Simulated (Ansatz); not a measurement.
**CH₃OS+ (SMILES OC=[SH+]): functionals against CCSD(T) at one geometry**

The atoms stand at a structure displaced at random from a GFN2-xTB minimum. How far do the functionals agree with CCSD(T) there?

The runs use Ansatz 0.2.0, Gaussian basis; single points in def2-TZVPP.

Cores are frozen in the correlated methods.

## Step 1: Where the work starts

SMILES `OC=[SH+]`, 6 atoms, charge 1, spin multiplicity 1.

Atoms are counted from 1 here; the program's logs count them from 0.

Bond lengths: O1–C2 1.292 Å, O1–H4 0.983 Å, C2–S3 1.675 Å, C2–H5 1.055 Å, S3–H6 1.373 Å. Angles: C2–O1–H4 116.0°, O1–C2–S3 116.3°, O1–C2–H5 121.8°, S3–C2–H5 121.8°, C2–S3–H6 96.7°.

As a file:

```xyz
6
charge 1, multiplicity 1
O    -0.7892   -0.9622   -0.5283
C    -0.0686    0.0287   -0.1169
S     0.8488   -0.2407    1.2578
H    -1.3210   -0.8008   -1.3394
H    -0.0759    0.9627   -0.6068
H     1.3906    1.0180    1.3388
```

## Step 2: CCSD(T)/def2-TZVPP

The input, run/in.yaml:

```yaml
crystal:
  periodic: [false, false, false]
  atoms:
    - {symbol: O, position_ang: [-0.789200, -0.962200, -0.528300]}
    - {symbol: C, position_ang: [-0.068600, 0.028700, -0.116900]}
    - {symbol: S, position_ang: [0.848800, -0.240700, 1.257800]}
    - {symbol: H, position_ang: [-1.321000, -0.800800, -1.339400]}
    - {symbol: H, position_ang: [-0.075900, 0.962700, -0.606800]}
    - {symbol: H, position_ang: [1.390600, 1.018000, 1.338800]}
basis:
  gaussian: {orbitals: def2-TZVPP}
total_charge: 1
correlation: {method: ccsd_t}
output: {forces: true}
```

The command line of these runs was not kept.

## Step 3: PBE0-D4/def2-TZVPP

Edit run/in.yaml of step 2 so:

```diff
@@ -12,3 +12,3 @@
 total_charge: 1
-correlation: {method: ccsd_t}
-output: {forces: true}
+hamiltonian: {xc: pbe0, dispersion: d4}
+output: {forces: true, orbitals: {seedname: orbitals}}
```

## Step 4: wB97M-V/def2-TZVPP

Edit run/in.yaml of step 3 so:

```diff
@@ -12,3 +12,3 @@
 total_charge: 1
-hamiltonian: {xc: pbe0, dispersion: d4}
-output: {forces: true, orbitals: {seedname: orbitals}}
+hamiltonian: {xc: {name: wB97M-V}}
+output: {forces: true}
```

## Step 5: r2SCAN-D4/def2-TZVPP

Edit run/in.yaml of step 4 so:

```diff
@@ -12,3 +12,3 @@
 total_charge: 1
-hamiltonian: {xc: {name: wB97M-V}}
+hamiltonian: {xc: r2scan, dispersion: d4}
 output: {forces: true}
```

## Step 6: PBE-D4/def2-TZVPP

Edit run/in.yaml of step 5 so:

```diff
@@ -12,3 +12,3 @@
 total_charge: 1
-hamiltonian: {xc: r2scan, dispersion: d4}
+hamiltonian: {xc: pbe, dispersion: d4}
 output: {forces: true}
```

## Step 7: revPBE-D4/def2-TZVPP

Edit run/in.yaml of step 6 so:

```diff
@@ -12,3 +12,3 @@
 total_charge: 1
-hamiltonian: {xc: pbe, dispersion: d4}
+hamiltonian: {xc: {name: revPBE}, dispersion: d4}
 output: {forces: true}
```

## Step 8: BHLYP-D4/def2-TZVPP

Edit run/in.yaml of step 7 so:

```diff
@@ -12,3 +12,3 @@
 total_charge: 1
-hamiltonian: {xc: {name: revPBE}, dispersion: d4}
+hamiltonian: {xc: {name: BHLYP}, dispersion: d4}
 output: {forces: true}
```

(Steps that only read results are left out.)

**Question.** What will these runs give? Wanted: energy less free atoms, CCSD(T)/def2-TZVPP; RMS force component; RMS force error; HOMO and LUMO, PBE0-D4; T1 diagnostic.

As calculated:

```
                                  quantity                                                                                              value
energy less free atoms, CCSD(T)/def2-TZVPP                                                                                     -1283.4 kJ/mol
                       RMS force component                                                               0.510 to 0.783 eV/Å over the methods
                           RMS force error  PBE0-D4 0.237, wB97M-V 0.170, r2SCAN-D4 0.105, PBE-D4 0.212, revPBE-D4 0.234, BHLYP-D4 0.414 eV/Å
                    HOMO and LUMO, PBE0-D4                                                                                -14.95 and -8.57 eV
                             T1 diagnostic                                                                                              0.019
```

**Reading.** Against CCSD(T) the functionals' energies less atoms differ by -147.4 to +37.1 kJ/mol, PBE-D4 by -147.4 kJ/mol. A larger basis would deepen the CCSD(T) value, while the functionals are nearly converged already, so the order here is not reliable. The forces of r2SCAN-D4 come nearest to CCSD(T), those of BHLYP-D4 are farthest. Frozen-core CCSD(T) forces in triple zeta carry basis errors of their own, and this is one geometry, so small gaps rank nothing.
